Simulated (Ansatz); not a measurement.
Consider the isomerisation: `CC(O)CO` → `COCOC`.

Program: Ansatz. Geometries: PBE0-D4/def2-TZVP. ΔE: electronic, gas phase. CCSD(T)/CBS is the MP2 limit (def2-TZVPP, def2-QZVPP) plus CCSD(T) − MP2 in def2-TZVPP, frozen cores. Functionals use def2-TZVPP. One conformer a species, not always the lowest.

```tsv
level	ΔE (kJ/mol)
PBE0-D4	74.2
HF/def2-QZVPP	59.6
```

(1) What does CCSD(T)/CBS give? (An estimate is asked.)

(2) What do rigid-rotor, harmonic-oscillator terms from PBE0-D4/def2-TZVP frequencies (298.15 K, 1 bar) make of the CCSD(T)/CBS value? (An estimate is asked.)

Largest T1 diagnostic among the species: 0.011.

## Answers

(1) The calculation gave: +80.2 kJ/mol. The listed levels differ from it by -6.0, -20.6 kJ/mol.

(2) Computed: ΔZPE = -0.1 kJ/mol, ΔH = +80.4 kJ/mol, ΔS = 2 J/(mol·K), ΔG = +79.7 kJ/mol.

At CCSD(T), def2-SVP lies −16.1 kJ/mol from the extrapolated value and def2-TZVPP −5.8 kJ/mol. In def2-TZVPP, CCSD(T) changes the Hartree–Fock value by +14.8 kJ/mol (the triples alone add −0.1 kJ/mol) and MP2 by +21.8 kJ/mol.
